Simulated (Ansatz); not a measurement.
This geometry of CH$_{5}$SSi (8 atoms, charge 1, multiplicity 1) is a first-order saddle point.

The calculation used Ansatz 0.2.0, RHF/def2-TZVP.

```xyz
8
Properties=species:S:1:pos:R:3
Si -1.215 0.815 -0.387
C 0.380 0.384 0.021
S 1.155 -1.179 -0.173
H -2.177 -0.182 -0.850
H -1.643 2.198 -0.239
H 1.085 1.127 0.348
H 2.066 -1.141 0.801
H 0.349 -2.021 0.479
```

**Question.** Which two structures does it join? (They come from a converged band through this point; their orientation in space is the band's.)

**Answer.** No bond is made or broken. The dihedral Si1–C2–S3–H8 goes from -130 to 50°.

First end point:

```xyz
8
Properties=species:S:1:pos:R:3
Si -0.825 0.950 -0.933
C 0.128 0.290 0.327
S 0.560 -1.377 0.327
H -1.291 0.114 -2.033
H -1.182 2.362 -0.918
H 0.488 0.875 1.152
H 1.879 -1.395 0.532
H 0.243 -1.819 1.547
```

Last end point:

```xyz
8
Properties=species:S:1:pos:R:3
Si -0.754 0.842 -0.817
C 0.228 0.462 0.528
S 0.926 -1.058 0.984
H -1.124 -0.178 -1.794
H -1.238 2.201 -1.010
H 0.502 1.215 1.243
H -0.068 -1.948 0.972
H 1.529 -1.537 -0.105
```

**Question.** How far does it lie above each of them?

**Answer.** 0.33 eV above the first and 0.16 eV above the second. This is the barrier of this one path; another mechanism may lie lower. Limits of this set-up: the dipole of an ion depends on the origin.

Run time: 53 s on 2 threads of Intel(R) Xeon(R) Platinum 8488C (Sapphire Rapids), with other jobs on the host, peak memory 0.29 GiB.
